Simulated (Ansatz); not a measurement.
## Extrapolating MP2 to the basis-set limit: N2H (dinitrogen monohydride)

The species is N2H (3 atoms), meant as a doublet with charge 0. SMILES: `[N]=N`. The shape is that of a PBE0-D4/def2-TZVP optimisation.

```xyz
3

N     0.7105   -0.6067    0.3262
N    -0.2687   -0.2177   -0.1701
H    -0.4419    0.8244   -0.1561
```

MP2 energies, 2 core orbitals frozen (Ansatz 0.2.0):

```
  basis  X  functions  Hartree–Fock (Eh)  correlation (Eh)
cc-pVDZ  2         33        -109.437629         -0.288021
cc-pVTZ  3         74        -109.467840         -0.359330
cc-pVQZ  4        140        -109.475907         -0.385079
```

The correlation energy converges as X⁻³, the Hartree–Fock energy about exponentially.

**Question.** Extrapolate to the complete basis.

**Answer.** 
1. Correlation: E(∞) = (4³ E(4) − 3³ E(3))/(4³ − 3³) = (64 × (-0.385079) − 27 × (-0.359330))/37 = -0.403869 Eh.
2. Hartree–Fock: successive steps shrink by 0.267; summing the geometric tail gives -109.475907 + (-0.008067) × 0.267/(1 − 0.267) = -109.478846 Eh.
3. Total: -109.478846 + (-0.403869) = -109.882715 Eh.
4. cc-pVQZ holds 95.3 % of the extrapolated correlation energy, cc-pVTZ 89.0 %.

This is an estimate of the method's limit, not an exact energy.
